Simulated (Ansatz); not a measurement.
# C₂H₄N−: single points off equilibrium

The task here is to estimate one member of a computed series from the others.

Computed with Ansatz 0.2.0, Gaussian basis. Level: single points in def2-TZVPPD.

Correlated methods freeze the cores.

**The starting structure**

SMILES `C=N[CH2-]`, 7 atoms, charge -1, spin multiplicity 1.

Atoms are counted from 1 here; the program's logs count them from 0.

Bond lengths: C1–N2 1.337 Å, C1–H4 1.288 Å, C1–H5 1.109 Å, N2–C3 1.311 Å, C3–H6 1.174 Å, C3–H7 1.108 Å. Angles: N2–C1–H4 120.1°, N2–C1–H5 130.0°, H4–C1–H5 109.0°, C1–N2–C3 123.1°, N2–C3–H6 128.2°, N2–C3–H7 123.1°, H6–C3–H7 108.3°.

As a file:

```xyz
7

C    -0.9254   -0.1784   -0.6518
N    -0.3515   -0.2704    0.5519
C     0.8927    0.0742    0.7799
H    -2.1490   -0.5477   -0.8135
H    -0.5838    0.3500   -1.5655
H     1.6162    0.6815    0.0834
H     1.3884   -0.0622    1.7613
```

Set-up of the first run:

File run/in.yaml:

```yaml
crystal:
  periodic: [false, false, false]
  atoms:
    - {symbol: C, position_ang: [-0.925400, -0.178400, -0.651800]}
    - {symbol: N, position_ang: [-0.351500, -0.270400, 0.551900]}
    - {symbol: C, position_ang: [0.892700, 0.074200, 0.779900]}
    - {symbol: H, position_ang: [-2.149000, -0.547700, -0.813500]}
    - {symbol: H, position_ang: [-0.583800, 0.350000, -1.565500]}
    - {symbol: H, position_ang: [1.616200, 0.681500, 0.083400]}
    - {symbol: H, position_ang: [1.388400, -0.062200, 1.761300]}
basis:
  gaussian: {orbitals: "def2-TZVPPD.json"}
total_charge: -1
correlation: {method: ccsd_t}
output: {forces: true}
```

The basis file named in the input lies beside it (Basis Set Exchange, JSON).

The command line of these runs was not kept.

Among the steps run: CCSD(T)/def2-TZVPPD; PBE0-D4/def2-TZVPPD; wB97M-V/def2-TZVPPD; r2SCAN-D4/def2-TZVPPD; PBE-D4/def2-TZVPPD; BLYP-D4/def2-TZVPPD; BHLYP-D4/def2-TZVPPD.

One table of the session follows, with a row left open; its other results are not shown here.

| method | RMS force component (eV/Å) | angle to CCSD(T) forces (°) |
| --- | --- | --- |
| CCSD(T) | 1.489 | reference |
| PBE0-D4 | 1.423 | 12.0 |
| wB97M-V | 1.436 | 9.5 |
| r2SCAN-D4 | 1.406 | 8.3 |
| PBE-D4 | 1.357 | 7.3 |
| BLYP-D4 | 1.377 | 5.1 |
| BHLYP-D4 | ? | ? |

Estimate the missing values for BHLYP-D4.

**Answer.** RMS force component (eV/Å): 1.523; angle to CCSD(T) forces (°): 16.1. In the column «RMS force component (eV/Å)» it is the highest.

Limits of these values: The anion's highest level is positive in at least one run, so there the basis alone may hold the extra electron.
